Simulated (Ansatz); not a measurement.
# C2H5B: a trajectory, and a look at its input

Aim: a trajectory from the structure below. Read the input with care, then see what the program makes of it.

The runs use Ansatz 0.2.0, Gaussian basis; PBE0-D4/def2-SVP.

## (1) The structure

```
B    -0.8997   -0.0885   -0.5117
C     0.1124    0.7668    0.2624
C     0.3953   -0.7155    0.0224
H    -1.9035   -0.1902   -1.0719
H     0.7548    1.4764   -0.2434
H    -0.0678    1.0764    1.2836
H     0.3862   -1.3639    0.8886
H     1.2223   -0.9614   -0.6300
```

## (2) The run

run/in.yaml reads:

```yaml
crystal:
  periodic: [false, false, false]
  atoms:
    - {symbol: B, position_ang: [-0.899680, -0.088540, -0.511680]}
    - {symbol: C, position_ang: [0.112430, 0.766750, 0.262440]}
    - {symbol: C, position_ang: [0.395310, -0.715510, 0.022440]}
    - {symbol: H, position_ang: [-1.903470, -0.190170, -1.071950]}
    - {symbol: H, position_ang: [0.754750, 1.476360, -0.243400]}
    - {symbol: H, position_ang: [-0.067780, 1.076440, 1.283650]}
    - {symbol: H, position_ang: [0.386200, -1.363950, 0.888560]}
    - {symbol: H, position_ang: [1.222250, -0.961380, -0.630050]}
basis:
  gaussian: {orbitals: def2-SVP}
hamiltonian: {xc: pbe0, dispersion: d4}
md: {n_steps: 25, timestep: 0.5, temperature: 20000, ensemble: nve, seed: 893, initial_velocities: maxwell_boltzmann}
```

The run is started by

```console
ansatz run in.yaml --threads 2 --pin off --events-out ev --progress --plain --max-ram 3481MiB
```

**Question.** What will these runs give? Wanted: this run.

As calculated:

| quantity | value |
| --- | --- |
| this run | converged |
| fault | far too hot |

The set temperature is far above any at which the molecule holds together; the run shows the first femtoseconds of that heating.
